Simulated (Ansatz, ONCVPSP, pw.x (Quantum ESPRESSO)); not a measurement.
Si (Z = 14) (diamond): variants of one ONCV potential in the solid

* Element: Si
* Generator: ONCVPSP 4.0.1.1 (patched build)
* Type: optimised norm-conserving Vanderbilt (ONCV)
* Functional: PBE
* Relativity: scalar-relativistic
* Frozen core: [Ne]
* Valence charge: 4
* Reference configuration: 3s2 3p1 (charge +1)
* Partial waves: 3s: rc 1.85 bohr, ncon 4, nbas 7, qcut 3.6 1/bohr, 2 projectors, debl 0.4 Ha; 3p: rc 2.25 bohr, ncon 3, nbas 7, qcut 3.7 1/bohr, 2 projectors, debl 1 Ha
* Local potential: polynomial inside 1.20 bohr (lpopt 4, dvloc0 0 Ha)
* Core correction: polynomial model core, fcfact 0.75

In the s channel the program set the typed energies aside and used -0.700, 0.250 Ha.

Crystal test: diamond Si in pw.x 7.5, no spin, 8³ k-points, Fermi–Dirac smearing 0.01 Ry, cutoffs set for each file from its atomic test. The reference is all-electron LAPW (Ansatz 0.2.0) with the same functional, mesh and smearing; V0 and B0 come from Birch–Murnaghan fits to the pressures at five volumes. Errors are pseudo minus all-electron; Δ is the rms difference of the E(V) curves that follow from these fits, minima aligned, over ±6 % about the mean V0. Mesh and smearing are coarse, so the numbers serve the comparison and aren't converged zero-temperature values; the lattice is a test structure that the element need not adopt.

All-electron: a0 = 5.469 Å (V0 = 20.45 Å³/atom), B0 = 88.5 GPa.

```tsv
change	cutoffs (Ry)	pw.x	a0 (Å)	a0 error (%)	B0 error (%)	Δ (meV/atom)	mean pressure error (GPa)
base	70/280	converged; energies reset by the program	5.484	+0.27	-1.6	3.1	+0.71
s: ncon 3, nbas 6	60/240	converged; energies reset by the program	5.485	+0.28	-1.8	3.3	+0.75
p: qcut 4.6	70/280	converged; energies reset by the program	5.481	+0.22	-1.5	2.6	+0.58
s: qcut 3.5; p: qcut 3.6	75/300	converged; energies reset by the program	5.485	+0.28	-1.7	3.3	+0.75
all radii but the core radius scaled by about 0.92 (s 1.70, p 2.08 bohr); local potential polynomial inside 1.10 bohr (lpopt 4, dvloc0 0 Ha)	80/320	converged; energies reset by the program	5.480	+0.19	-1.3	2.2	+0.49
reference 3s1.75 3p2.25; p: rc 1.85, qcut 4.5	70/280	converged; energies reset by the program	5.481	+0.22	-1.6	2.6	+0.59
```
